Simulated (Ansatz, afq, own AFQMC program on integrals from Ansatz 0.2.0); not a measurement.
Two steps: Ansatz 0.2.0 writes the Fock matrix and Cholesky factors of the valence space, and afq projects on them the lowest state that overlaps trial and start.

```yaml
crystal:
  periodic: [false, false, false]
  atoms:
    - {symbol: Cl, position_ang: [-0.783587, 0.000000, 0.000000]}
    - {symbol: H, position_ang: [0.620413, 0.000000, 0.000000]}
    - {symbol: C, position_ang: [1.876413, 0.000000, 0.000000]}
    - {symbol: H, position_ang: [2.290881, 0.000000, 0.996161]}
    - {symbol: H, position_ang: [2.290881, 0.000000, -0.996161]}
basis:
  gaussian: {orbitals: cc-pVTZ}
magnetization: {spin_polarized: true, initial_magnetization: 2}
correlation: {method: ccsd_t, electrons: outside_noble_gas, hamiltonian_folder: ham}
```

```sh
$ ansatz run in.yaml --threads 1 --pin off --events-out ev --progress --plain --max-ram 16896MiB --backend cuda --devices 0, --max-vram 18GiB
```

Options of the walk:

```
--method phaseless --trial cisd --walkers 900 --populations 20 --least-time 60 --time-step 0.005 --steps-per-block 50 --equilibration-blocks 28 --max-blocks 4000 --target-error 0.00022 --factor-cut 1e-05 --start spin_pure --seed 1474 --release-times 0.24,0.51,0.99,1.62,2.4 --release-step 0.03 --release-every 3 --taylor-order 6
```

Times are imaginary, in 1/Eh. The walk had a cap of 236 s. With eight or more populations the least sampling time is a fifth of least-time, and the error comes from their spread.

```
orbitals 100  electrons 8 6  factors 592 of 598
reference energy -499.02098930 Eh
CCSD correlation -0.37637190 Eh in 11 cycles, weight of the determinant in the CISD state 0.8674
energy of the start -499.394803 Eh
 block  time / (1/Eh)  mean weight  energy / Eh
     1     0.250  0.9998  -499.391078
     2     0.500  1.0000  -499.396438
     3     0.750  1.0007  -499.402755
     4     1.000  0.9995  -499.407544
     5     1.250  0.9998  -499.412609
    10     2.500  1.0006  -499.412058
    25     6.250  1.0001  -499.413734
    40    10.000  1.0000  -499.412707
    52    13.000  1.0002  -499.408692
    55    13.750  0.9991  -499.412446
    70    17.500  1.0001  -499.412674
    82    20.500  1.0000  -499.414856
    85    21.250  1.0001  -499.413605
   100    25.000  0.9990  -499.411895
   115    28.750  0.9998  -499.414164
   130    32.500  0.9995  -499.414163
   145    36.250  1.0006  -499.409901
   148    37.000  0.9993  -499.411600
error from the spread of 20 populations
released: time / (1/Eh)  energy / Eh  error  mean overlap
  0.24  -499.415603  0.003039  0.9945
  0.51  -499.412423  0.000206  0.9916
  0.99  -499.412331  0.000280  0.9883
  1.62  -499.412215  0.000279  0.9839
  2.40  -499.412981  0.000446  0.9602
energy -499.412291 +/- 0.000211 Eh
(rows thinned)
```

Question: Estimate how long the walk took on 1 × NVIDIA H100 80GB HBM3 with 2 threads of AMD EPYC 7R13 Processor (Zen 3) (shared host) (the card was shared).

Answer: 2.6 min of wall time.

The run passed its tests (sampling time, drift between the halves within three errors, error under three times the target), which doesn't prove that it has relaxed. The second half of the sampling lies below the first by 1.6 errors of their difference, so the energy may still be moving and its error bar be too small.

Against this walk (error 5.8 meV) on the same determinant: CCSD(T) 39.6 meV higher. The error is statistical and leaves out the bias of the constraint. None of these is a sure reference here. The released energies have errors that jump between times, so the bars are unsure (meV from the phaseless value at times in 1/Eh: -90 ± 83 at 0.24, -4 ± 6 at 0.51, -1 ± 8 at 0.99, 2 ± 8 at 1.62, -19 ± 12 at 2.40), so they give no level.

Cautions: constraint bias not in the error; lower spins were not checked.

A walk keeps the symmetry of its determinant, which the program's search chose and which needn't be the lowest solution, so a lower state of the same spin and another symmetry isn't excluded.
